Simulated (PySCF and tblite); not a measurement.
The numbers below are computed, except where a source is named.
C₄H₆O, numbered as in [O:1]=[CH:2][CH:3]1[CH2:4][CH2:5]1.

Search: ETKDG and KDG, MMFF94s, GFN2-xTB, 60 starts; geometries at PBE0-D3(BJ)/def2-SVP. Free energies are B3LYP-D3(BJ)/def2-TZVP (IEF-PCM, chloroform) single points with GFN2-xTB rigid-rotor and vibrational terms (modes under about 100 cm⁻¹ blended into free rotors). Symmetry numbers and mirror images are counted. Conformers within 3 kcal/mol (GFN2-xTB free energy) were kept, 3 at most. Programs: PySCF with density fitting and tblite.

Torsions listed: O1–C2–C3–C4.

```csv
conformer,shape,symmetry,"E(GFN2, own minimum) kcal/mol"
1,34°,Cs,0.69
2,-148°,Cs,0.00
```

**Question.** Which of these conformers is the most populated at 298.15 K, and with what share?

**Answer.** Conformer 2, about 75 %.

**Question.** Give the DFT energies and free energies relative to the lowest, and all weights.

**Answer.** 
```tsv
conformer	shape	E(DFT) kcal/mol	G(298.15 K) kcal/mol	weight %
1	34°	0.77	0.66	24.7
2	-148°	0.00	0.00	75.3
```

**Question.** How does its share change from 150 K to 400 K?

**Answer.** From 91 % to 69 %; the mixing entropy goes from 0.59 to 1.23 cal/(mol K).
